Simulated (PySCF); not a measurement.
# Peak assignment

Atoms are numbered as in `[CH3:1][CH:2]=[C:3]=[CH:4][CH2:5][CH3:6]`. Hydrogens are named by the atom that carries them.

Computational details: σ from GIAO-PBE0/pcSseg-1, structure optimised with GFN2-xTB, in PySCF 2.14 (gas phase, non-relativistic Hamiltonian, a single conformation, one averaged value for each set of equivalent atoms).

Chemical shifts δ = σref − σ; TMS for 13C (186.93 ppm), 1H (31.72 ppm), all at this level.

Task: Assign these signals to the numbered atoms. 13C{1H} NMR (computed): δ 215.8 (C), 98.3 (CH), 91.0 (CH), 30.0 (CH2), 18.8 (CH3), 18.0 (CH3).

Result: 
```tsv
δ (ppm)	atoms	environment	reason
215.8	C3	central carbon of an allene	the central sp carbon of an allene is among the most deshielded carbons of hydrocarbons
98.3	C4	terminal carbon of a cumulated C=C=C unit	–
91.0	C2	terminal carbon of a cumulated C=C=C unit	–
30.0	C5	allylic sp3 CH2	aliphatic region, no heteroatom directly attached
18.8	C1	allylic methyl carbon	aliphatic region, no heteroatom directly attached
18.0	C6	methyl carbon	a saturated carbon with 1 carbon neighbour and no heteroatom attached
```

C1 and C6 lie closer than the usual error of such a calculation, so a measured spectrum could show them in the other order.

Task: Assign these signals to the numbered atoms. 1H NMR (400 MHz, computed): δ 5.27 (m, 1H), 5.25 (m, 1H), 2.10 (m, 2H), 1.79 (m, 3H), 1.09 (t, 3H).

Result: 
| δ (ppm) | atoms | environment | reason |
| --- | --- | --- | --- |
| 5.27 | H(C2) | hydrogen on a terminal carbon of a cumulated C=C=C unit | a vinylic proton, deshielded by the sp2 carbon and the C=C anisotropy |
| 5.25 | H(C4) | hydrogen on a terminal carbon of a cumulated C=C=C unit | – |
| 2.10 | H(C5) | hydrogen on an allylic sp3 CH2 | allylic position |
| 1.79 | H(C1) | hydrogen on an allylic methyl carbon | allylic position |
| 1.09 | H(C6) | hydrogen on a methyl carbon | – |

H(C2) and H(C4) lie closer than the usual error of such a calculation, so a measured spectrum could show them in the other order.

Shifts are as computed. Against solution values, carbons near 30 ppm lie about +3 ppm off and those near 130 ppm about +5 ppm. Of 1211 compounds with measured shifts, 218 miss one by over three times the rms of a fit or turn the order of signals round; such compounds aren't used in these exercises. Multiplicities follow the n + 1 count of equivalent neighbours, as no J values were calculated; m marks all less simple cases, F and P coupling included.
